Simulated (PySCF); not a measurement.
methylenecyclopropene, C₄H₄, SMILES C=C1C=C1, point group C2v.

Force field and properties: B3LYP/pcSseg-1 (PySCF, grid level 2). Vibrational terms come from second-order perturbation theory with semi-diagonal cubic constants, by steps of ±0.6 along the normal coordinates of each isotopologue. The parent has the commonest isotopes.

Equilibrium geometry (Å):

```
atom        x        y        z
  C1   1.4730   0.0683   0.1149
  C2   0.1511   0.0111   0.0005
  C3  -1.1144   0.4893  -0.4955
  C4  -1.1350  -0.5777   0.2753
  H5   2.0421   0.8477  -0.3827
  H6   2.0131  -0.6631   0.7086
  H7  -1.6722   1.2073  -1.0815
  H8  -1.7214  -1.3452   0.7622
```

Give the equilibrium and ground-state rotational constants (MHz) of parent; ¹³C at 1; ¹³C at 2; ¹³C at 3, ¹³C at 4; ²H at 7; ²H at 5; ²H at 5, ²H at 6, ²H at 7, ²H at 8.


| species | Ae | Be | Ce | A0 | B0 | C0 | Δ0 (u Å²) | harmonic ZPE (cm⁻¹) |
| --- | --- | --- | --- | --- | --- | --- | --- | --- |
| parent | 29473 | 7166.7 | 5764.9 | 29305 | 7132.2 | 5730.2 | 0.091 | 13259 |
| ¹³C at 1 | 29473 | 6915.9 | 5601.5 | 29305 | 6882.8 | 5568.1 | 0.091 | 13222 |
| ¹³C at 2 | 29473 | 7158.7 | 5759.7 | 29304 | 7124.7 | 5725.4 | 0.090 | 13214 |
| ¹³C at 3, ¹³C at 4 | 28050 | 6976.4 | 5586.9 | 27894 | 6943.2 | 5553.6 | 0.094 | 13179 |
| ²H at 7 | 25939 | 6916.3 | 5460.4 | 25806 | 6883.4 | 5428.2 | 0.099 | 12612 |
| ²H at 5 | 28178 | 6717.6 | 5424.4 | 28016 | 6685.9 | 5392.6 | 0.088 | 12588 |
| ²H at 5, ²H at 6, ²H at 7, ²H at 8 | 21159 | 5949.9 | 4644 | 21061 | 5922.4 | 4618.3 | 0.100 | 10619 |

Δ0 = Ic − Ia − Ib from the ground-state constants.

How is the parent's vibrational correction B0 − Be made up?


```
axis  harmonic  Coriolis  cubic  total (MHz)
   a      80.9     -65.9   -183         -168
   b      11.9     -3.47    -43        -34.5
   c      3.18     -3.06  -34.8        -34.7
```

And its quartic centrifugal distortion constants from the harmonic force field?

Asymmetric top, A reduction, Ir representation: ΔJ = 1.45 kHz, ΔJK = 25.5 kHz, ΔK = 24.1 kHz, δJ = 0.309 kHz, δK = 16.7 kHz.
